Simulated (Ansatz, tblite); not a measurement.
Cost and result up the ladder for SiC2 (3 atoms). The state is a singlet with charge 0. Geometry: PBE-D4/def2-TZVP.

Cartesian coordinates in Å:
```
Si 0.286 -0.855 -0.727
C -0.717 0.165 0.447
C 0.431 0.691 0.281
```

Ansatz on 4 threads of Arm Neoverse V1 on a shared host; xTB runs through tblite on one thread. Times are rough, summed over both states, and most runs start from the orbitals of an earlier one. PBE0-D4/def2-TZVP serves as the yardstick here, not as an exact answer. The other state is a doublet.

The xTB rows come from tblite. Correlated methods freeze 7 core orbitals. In CCSD on the charge 1 doublet the largest single amplitude is 0.28, so its Hartree–Fock determinant may place the open shell otherwise than the density functionals do. The structure comes from a short search, and lower isomers may exist.

Run but left out: HF/def2-TZVPP (singlet: restricted singlet, unstable towards broken spin symmetry); MP2/def2-TZVPP (charge +1 doublet: ⟨S²⟩ 0.93, where a pure state has 0.75).

Correlated methods converge slowly with the basis.

Raw xTB energies of ions are shifted by several eV.

| level | functions | wall time | vertical IE (eV) | difference from PBE0-D4/def2-TZVP (eV) | remarks |
| --- | --- | --- | --- | --- | --- |
| GFN1-xTB | 17 | 0.004 s | 12.97 | 3.15 | – |
| GFN2-xTB | 17 | 0.006 s | 13.42 | 3.60 | – |
| PBE-D4/def2-TZVP | 99 | 1.1 s | 9.68 | -0.15 | – |
| PBE0-D4/def2-TZVP (with forces) | 99 | 1.9 s | 9.82 | 0.00 | – |
| r2SCAN-D4/def2-TZVP | 99 | 2.8 s | 9.70 | -0.12 | – |
| CCSD(T)/def2-TZVPP | 104 | 3.4 s | 9.75 | -0.07 | large T1 (0.021) (singlet), large T1 (0.077) (+1 doublet), restricted SCF unstable (singlet), spin-contaminated (⟨S²⟩ 0.93) (+1 doublet) |
